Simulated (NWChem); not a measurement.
Molecule: chloroform (CHCl3); SMILES ClC(Cl)Cl

```xyz
5

Cl     0.7912    -1.4856    -0.0834
C      0.0000     0.0000     0.4512
Cl     0.8909     1.4280    -0.0834
Cl    -1.6822     0.0576    -0.0834
H      0.0000     0.0000     1.5460
```
Atoms are numbered in this order, from 1.

Computed with NWChem. All runs use the structure optimised with PBE0/def2-SVP.

Question: Taking PBE/def2-TZVPP as the yardstick, which of these has the fewest basis functions while keeping “highest occupied level (eV)” within 0.05 eV of it: PBE/aug-pcseg-1; PBE/pcseg-2; PBE/pcseg-1; PBE/3-21G?

Answer: none of them.
```tsv
level	basis functions	highest occupied level (eV)
PBE/3-21G	50	-7.56
PBE/pcseg-1	73	-7.59
PBE/aug-pcseg-1	113	-7.55
PBE/pcseg-2	146	-7.51
PBE/def2-TZVPP	171	-7.42
```

The yardstick is one finite set, not the basis-set limit.
